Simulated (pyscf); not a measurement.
Thermochemistry of product channels of H₂B–PH₂ + SiH₂ [singlet] on the singlet surface, in kJ/mol, from CCSD(T)/def2-TZVPP + ΔMP2(QZVPP) energies (ideal gas, 1 atm, RRHO with modes under 100 cm⁻¹ raised to 100, one conformer, R ln 2 for rigid chiral ones). PySCF, gas phase, ωB97X-D3(BJ)/def2-SVP geometries. Correlated levels are frozen-core, on RHF or UHF. ΔMP2 is the change of the MP2 total energy from the triple- to the quadruple-zeta basis.

| products | ΔE | ΔH(298 K) | ΔG(900 K) | ΔG(1200 K) |
|---|---|---|---|---|
| H₂B–SiH₂–PH₂ | -209.8 | -199.0 | -75.4 | -37.0 |
| H₂B–PH–SiH₃ | -264.0 | -251.9 | -121.3 | ___ |
| H₃Si–BH–PH₂ | ___ | -216.6 | -88.4 | -48.5 |

Problem. Some entries are withheld; supply them.

Solution. 
- H₂B–PH–SiH₃, ΔG(1200 K): -80.3
- H₃Si–BH–PH₂, ΔE: -226.7

These are energies of the channels, which say nothing of barriers. The CCSD(T) − MP2 part came from Ansatz, without density fitting, on the same reference.
